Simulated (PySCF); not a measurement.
Species: C₅H₈O.
Numbering: `[OH:1][CH2:2][C:3]1=[CH:4][CH2:5][CH2:6]1`

Definitions: NICS(0) = −σiso at the ring centroid; NICS(1) = −σiso and NICS(1)zz = −σzz at ±1 Å along the ring normal z. Level: GIAO PBE0/pcSseg-1 (PySCF, non-relativistic, gas phase) on the GFN2-xTB geometry, one conformer.

Ring bond lengths (Å), with Mayer bond orders in brackets: C3–C4 1.334 (1.76), C4–C5 1.504 (1.05), C5–C6 1.550 (1.05), C6–C3 1.508 (1.05).

Problem. Give the NICS values of each ring in ppm.

Solution. 
```json
{"ring": "C3–C4–C5–C6", "type": "4-membered carbocycle; formal bonds 1 double, 3 single", "NICS(0)": "0.2", "NICS(1), two faces": "-2.3 / -2.2", "NICS(1)zz, two faces": "-0.3 / -0.4", "rms pucker (Å)": "0.00", "centre to ring atoms, mean (Å)": "1.04"}
```

Problem. What can be read from them?

Solution. 
- C3–C4–C5–C6: mean NICS(1)zz -0.3 ppm, near zero. C5, C6 have four or more neighbours, and the NICS criterion for π rings isn't applied.

Problem. At the second NICS(1) probe listed for ring C3–C4–C5–C6, 1 Å off the ring, what do the in-plane components average?

Solution. The isotropic value is a third of the trace: (3 × -2.2 − (-0.4))/2 = -3.1 ppm.

Problem. List the ring angles and the Hirshfeld charges of the ring atoms.

Solution. 
- C3–C4–C5–C6: C3 94.1° (-0.004 e), C4 94.2° (-0.065 e), C5 86.0° (-0.073 e), C6 85.8° (-0.073 e); sum 360.0° against 360° for a flat convex ring.

Conformer computed: `[OH:1][CH2:2][C:3]1=[CH:4][CH2:5][CH2:6]1`: O1–C2–C3–C4 2°, H–O1–C2–C3 -47°.
